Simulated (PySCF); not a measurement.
System (SMILES): [SiH4] (SiH4).
Geometry (B3LYP-D3(BJ)/def2-TZVP, fixed):
```
Si
H 1 1.4803
H 1 1.4803 2 109.47
H 1 1.4803 2 109.47 3 -120.00
H 1 1.4803 2 109.47 4 -120.00
```

Basis-set convergence of the mean static polarisability at PBE0 with PySCF. All functions are spherical. Density fitting with generated auxiliary sets. In sets without p functions on hydrogen, species with hydrogen take exact integrals. No added dispersion term, no relativity. Reference: the value in aug-pcseg-3, 31.94 bohr³, itself unsure by roughly 0.2 % (its mean distance from aug-cc-pV(Q+d)Z, aug-pcseg-2, aug-cc-pV(T+d)Z). Deviations are taken from unrounded values. Cost is core time over that of aug-pcseg-1, rough, on shared machines of one kind; a dash marks a row that isn't timed (too short, read off another run, short of memory, by another algorithm or on other hardware).

```
basis            functions  mean static polarisability (bohr³)  minus reference (%)  cost
---------------  ---------  ----------------------------------  -------------------  ----
6-31G                   21                               22.51                -29.5     -
pcseg-0                 21                               25.92                -18.8     -
6-31G*                  26                               22.39                -29.9     -
def2-SV(P)              26                               25.49                -20.2     -
6-31G**                 38                               22.84                -28.5  0.6×
def2-SVP                38                               26.14                -18.2  0.6×
pcseg-1                 38                               24.81                -22.3  0.6×
6-311G**                50                               26.33                -17.6  0.7×
6-311+G**               54                               26.86                -15.9  0.9×
aug-pcseg-1             63                               31.02                 -2.9    1×
def2-TZVPD              79                               31.75                 -0.6    1×
def2-TZVPP              98                               29.60                 -7.3    2×
jun-cc-pV(T+d)Z        104                               31.42                 -1.7    2×
def2-TZVPPD            116                               31.89                 -0.2    2×
aug-cc-pV(T+d)Z        147                               31.96                  0.1    4×
def2-QZVPPD            208                               31.94                  0.0    8×
aug-pcseg-3            285                               31.94                  0.0   20×
cc-pV(5+d)Z            320                               31.42                 -1.6   30×
```

The smallest set listed that lies within 5 % of the reference with all its larger relatives (same family, alike in diffuse functions; a set with none counts only in the reference's own line) is aug-pcseg-1 (63 functions, 1× in cost, -2.9 % off). Inside, with no larger relative to test it: cc-pV(5+d)Z. (Relatives not listed, tested too: aug-pcseg-2 -0.5, aug-cc-pV(Q+d)Z 0.0 %.)
